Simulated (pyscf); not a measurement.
Cl–BH–Cl + ethylene (H₂C=CH₂) → H₂C=CH–B(Cl)–Cl + hydrogen (H₂) (four-centre exchange; singlet surface; B–H, C–H broken, B–C, H–H formed). PySCF, gas phase, ωB97X-D3(BJ)/def2-SVP geometries. Energies in kcal/mol from the separated reactants.

```csv
level,barrier,reaction energy
ωB97X-D3(BJ)/def2-TZVP,[?],[?]
r²SCAN/def2-TZVP,29.9,-2.8
B3LYP-D3(BJ)/def2-TZVP,35.0,-2.0
M06-2X/def2-TZVP,34.3,-1.9
ωB97M-D3(BJ)/def2-TZVP,[?],-1.2
HF/def2-TZVP,58.0,+4.1
```

Q: Fill in the missing entries.

A: 
- ωB97X-D3(BJ)/def2-TZVP, barrier: 33.8
- ωB97X-D3(BJ)/def2-TZVP, reaction energy: -2.3
- ωB97M-D3(BJ)/def2-TZVP, barrier: 34.6

The functionals in the table span 5.1 kcal/mol in this barrier, from r²SCAN to B3LYP-D3(BJ). At the saddle there is also a short B–H contact that neither side keeps. The same reactants have a lower exit, to Cl–BH–CH₂–CH₂–Cl (barrier +21.0 kcal/mol at ωB97M-D3(BJ)/def2-TZVP, against +34.6 kcal/mol here). One saddle was located; it need not be the lowest between these sides.
